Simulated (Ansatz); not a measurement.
GeS (Pnma, No. 62) was calculated with LDA (Ansatz, a first-principles code, PAW).

Run with plane-wave cutoff 500 eV, 12×10×4 k mesh (along the axes of the cell as run), Fermi–Dirac smearing 0.05 eV, scalar-relativistic PAW data made under PBE.

Cell (relaxed at this level):

```cif
data_Ge4S4
_chemical_formula_sum 'Ge4 S4'
_space_group_name_H-M_alt 'P 1'
_space_group_IT_number 1
_cell_length_a 3.64207
_cell_length_b 4.08940
_cell_length_c 10.18324
_cell_angle_alpha 90.000
_cell_angle_beta 90.000
_cell_angle_gamma 90.000
loop_
_space_group_symop_operation_xyz
  'x, y, z'
loop_
_atom_site_label
_atom_site_type_symbol
_atom_site_fract_x
_atom_site_fract_y
_atom_site_fract_z
_atom_site_occupancy
Ge1 Ge 0.25000 0.38050 0.38171 1
Ge2 Ge 0.25000 0.11950 0.88171 1
Ge3 Ge 0.75000 0.61950 0.61829 1
Ge4 Ge 0.75000 0.88050 0.11829 1
S1 S 0.25000 0.49270 0.14701 1
S2 S 0.25000 0.00730 0.64701 1
S3 S 0.75000 0.50730 0.85299 1
S4 S 0.75000 0.99270 0.35299 1
```

Problem. Estimate the band gap that the calculation returns.

Solution. 
- band gap: 0.70 eV (on the SCF k mesh)

Measured, for comparison: band gap 1.65 eV (room temperature, not corrected to a static lattice, our sources range from 1.58 to 1.65; as tabulated in Setten et al. (2017), arXiv:1709.07349).

Note: the volume lies 7 % below that of the published cell.

Spin–orbit coupling is not included.

Static lattice: no zero-point or thermal effects.

It cost around 6 core-minutes (rough) of CPU time.
